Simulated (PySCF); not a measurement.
Atomic charges by several schemes

Compound: cis-2-pentene, C5H10.
Cartesian coordinates in Å at the PBE0-D3(BJ)/def2-TZVP level; atoms count from 1:
```
atom  x, y, z in Å
C1     2.558   -0.137    0.090
C2     1.179   -0.169   -0.474
C3     0.071   -0.367    0.230
C4    -1.313   -0.389   -0.328
C5    -2.204    0.691    0.274
H6     3.188   -0.912   -0.358
H7     3.047    0.821   -0.115
H8     2.549   -0.289    1.171
H9     1.090   -0.020   -1.550
H10    0.156   -0.511    1.308
H11   -1.766   -1.370   -0.136
H12   -1.269   -0.275   -1.416
H13   -3.220    0.634   -0.124
H14   -2.265    0.589    1.361
H15   -1.809    1.686    0.057
```

Density: PBE0/pcSseg-2 (PySCF); schemes: Mulliken, IAO, Hirshfeld and ESP-fitted. Isolated species at its PBE0-D3(BJ)/def2-TZVP geometry (one conformer only).

**Question.** At which atom do the 4 schemes differ most?

**Answer.** At C1: from -0.433 (IAO) to +0.003 e (Mulliken), 0.436 e apart.

**Question.** Which atoms carry the lowest charge in the Mulliken, IAO, Hirshfeld and ESP-fitted schemes?

**Answer.** The schemes don't all agree: Mulliken C3 (-0.109); IAO C1 (-0.433); Hirshfeld C1 (-0.126); ESP-fitted C3 (-0.421).

**Question.** What partial charge does each atom carry?

**Answer.** In e:

| atom | environment | Mulliken | IAO | Hirshfeld | ESP-fitted |
| --- | --- | --- | --- | --- | --- |
| C1 | allylic carbon | +0.003 | -0.433 | -0.126 | -0.399 |
| C2 | alkene CH carbon | -0.090 | -0.150 | -0.052 | +0.018 |
| C3 | alkene CH carbon | -0.109 | -0.153 | -0.053 | -0.421 |
| C4 | allylic carbon | +0.023 | -0.259 | -0.076 | +0.167 |
| C5 | methyl carbon | -0.062 | -0.426 | -0.125 | -0.220 |
| H6 | methyl hydrogen | +0.034 | +0.152 | +0.046 | +0.117 |
| H7 | methyl hydrogen | +0.033 | +0.151 | +0.046 | +0.125 |
| H8 | methyl hydrogen | +0.019 | +0.146 | +0.046 | +0.119 |
| H9 | vinylic hydrogen | +0.016 | +0.135 | +0.042 | +0.106 |
| H10 | vinylic hydrogen | +0.011 | +0.131 | +0.042 | +0.199 |
| H11 | methylene hydrogen | +0.030 | +0.142 | +0.043 | +0.015 |
| H12 | methylene hydrogen | +0.009 | +0.137 | +0.043 | +0.003 |
| H13 | methyl hydrogen | +0.033 | +0.143 | +0.043 | +0.045 |
| H14 | methyl hydrogen | +0.020 | +0.140 | +0.041 | +0.058 |
| H15 | methyl hydrogen | +0.030 | +0.144 | +0.041 | +0.068 |

Mean size of the charges over all atoms: IAO 0.189 e, ESP-fitted 0.139 e, Hirshfeld 0.058 e, Mulliken 0.035 e. Each set sums to the total charge, 0, to within 0.001 e. The Mulliken scheme counts on each atom the diagonal of the density matrix times the overlap matrix over that atom's basis functions. The ESP scheme fits charges at the nuclei, held to the total charge, to the electrostatic potential on points at 1.4 to 2.0 times the van der Waals radii.

**Question.** How closely do the schemes follow one another over all atoms?

**Answer.** Correlation coefficient and root-mean-square difference: IAO with Hirshfeld 1.00, 0.150 e; Hirshfeld with ESP-fitted 0.69, 0.149 e; IAO with ESP-fitted 0.68, 0.161 e; Mulliken with ESP-fitted 0.63, 0.161 e; Mulliken with Hirshfeld 0.60, 0.051 e; Mulliken with IAO 0.57, 0.191 e.

**Question.** Sum the charges by element.

**Answer.** 
```tsv
element	atoms	Mulliken	IAO	Hirshfeld	ESP-fitted
C	5	-0.235	-1.421	-0.432	-0.855
H	10	+0.235	+1.421	+0.432	+0.855
```

**Question.** How many electrons does the Mulliken scheme count on C4?

**Answer.** Z − q = 6 − (+0.023) = 5.977.
